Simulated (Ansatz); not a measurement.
Input file:

```yaml
crystal:
  periodic: [false, false, false]
  atoms:
    - {symbol: Al, position_ang: [0.000000, 0.000000, 0.000000]}
    - {symbol: N, position_ang: [0.000000, 0.000000, 1.789283]}
basis:
  gaussian: {orbitals: cc-pVDZ}
total_charge: 1
magnetization: {spin_polarized: false, initial_magnetization: 3}
correlation: {method: ccsd_t, electrons: outside_noble_gas}
```

```sh
$ ansatz run in.yaml --threads 1 --pin off --events-out ev --progress --plain --max-ram 3968MiB --backend cpu
```

The program prints:

```
318 factors; integrals over basis functions are off by at most 3.7e-4 eV
mean field evaluation 1: about -8051.8474 eV, gradient 2.5e1 eV
mean field evaluation 2: about -8051.8507 eV, gradient 2.5e1 eV
mean field evaluation 4: about -8054.3380 eV, gradient 4.8e0 eV
mean field evaluation 8: about -8054.4984 eV, gradient 3.1e-1 eV
mean field evaluation 16: about -8054.3347 eV, gradient 4.8e0 eV
mean field evaluation 32: about -8054.4030 eV, gradient 3.3e-1 eV
mean field evaluation 64: about -8050.8614 eV, gradient 2.3e-1 eV
mean field evaluation 96: about -8052.5930 eV, gradient 4.0e0 eV
mean field evaluation 128: about -8047.6627 eV, gradient 1.9e-2 eV
mean field evaluation 160: about -8048.3790 eV, gradient 3.7e-3 eV
mean field evaluation 192: about -8047.6626 eV, gradient 1.9e-1 eV
mean field evaluation 224: about -8046.4119 eV, gradient 6.2e-1 eV
mean field -8054.49987591 eV, -295.9974109038 hartree, gradient 2.8e-6 eV, S^2 3.750000; 5 other end points of the search recorded, 0 dependent functions left out
mean field evaluation 256: about -8054.8237 eV, gradient 1.1e-1 eV
determinant -8054.49987591 eV, -295.9974109038 hartree, with singles and doubles -8058.66480243 eV, -296.1504691300 hartree
determinant -8052.89386014 eV, -295.9383909125 hartree, with singles and doubles -8056.75745882 eV, -296.0803755453 hartree
6 core orbitals not correlated: weight in the atoms' cores, before any rotation towards them, 1.000 or more for the frozen orbitals, at most 0.000 for the correlated occupied ones
reference -8054.49987591 eV, -295.9974109038 hartree; 5, 2 occupied and 21, 24 virtual orbitals, 318 factors
second order -3.33979427 eV of doubles, -0.14489983 eV of singles
cycle   1  -4.16639402 eV  change   -1.5e-3 eV  update   2.1e-3
cycle   2  -4.16738821 eV  change   -9.9e-4 eV  update   1.4e-3
cycle   3  -4.16782405 eV  change   -4.4e-4 eV  update   7.5e-4
cycle   4  -4.16783375 eV  change   -9.7e-6 eV  update   3.7e-4
cycle   5  -4.16838916 eV  change   -5.6e-4 eV  update   1.6e-4
cycle   6  -4.16873070 eV  change   -3.4e-4 eV  update   7.2e-5
cycle   7  -4.16874014 eV  change   -9.4e-6 eV  update   1.7e-5
cycle   8  -4.16873342 eV  change    6.7e-6 eV  update   7.6e-6
perturbative correction -0.13656637 eV, -0.0050187216 hartree
Total energy: -8058.80517571 eV, -296.1556277530 hartree
```

For the same geometry and basis full CI lies 31.1 meV lower.

Ran on 1 thread of AMD EPYC 7R13, shared host: 1 s wall, 0.12 GiB peak host memory.
